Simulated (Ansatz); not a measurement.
Rutile CrO2 was calculated with RPBE in Ansatz (PAW).

Run with plane-wave cutoff 520 eV, 12×12×18 k mesh (along the axes of the cell as run), Fermi–Dirac smearing 0.05 eV, spin-polarised with parallel moments, scalar-relativistic PAW data made under PBE.

A third-order Birch–Murnaghan fit to the energies gives V0 = 9.871 Å³/atom, B0 = 208 GPa, B′ = 5.4.

```json
[
 {"V (Å³/atom)": "9.476", "P (GPa)": "[?]"},
 {"V (Å³/atom)": "9.674", "P (GPa)": "4.43"},
 {"V (Å³/atom)": "9.871", "P (GPa)": "-0.01"},
 {"V (Å³/atom)": "10.068", "P (GPa)": "[?]"},
 {"V (Å³/atom)": "10.266", "P (GPa)": "-7.33"}
]
```

Q: Estimate the withheld pressures from this fit; the answers are the runs' own values.

A: 
- 9.476, P (GPa): 9.44
- 10.068, P (GPa): -3.91

The formula P = (3/2) B0 (x^(7/3) − x^(5/3)) [1 + (3/4)(B′ − 4)(x^(2/3) − 1)] with x = V0/V meets the computed pressures within 0.05 GPa when these rounded values are put in.

Shape and atoms are relaxed at each volume.

Measured, for comparison: bulk modulus 242 ± 2 GPa (temperature not stated, not corrected to a static lattice, equation of state from high-pressure X-ray diffraction; as tabulated in Datta et al. (2023), arXiv:2307.04584). Computed (rounded) less measured: bulk modulus -14 %.

Note: the bulk modulus comes from volumes at which shape and atoms were relaxed.

Static lattice: no zero-point or thermal effects.

Cost on a shared machine: around 14 core-minutes (rough).

Ansatz is a quantum-chemistry and plane-wave program.
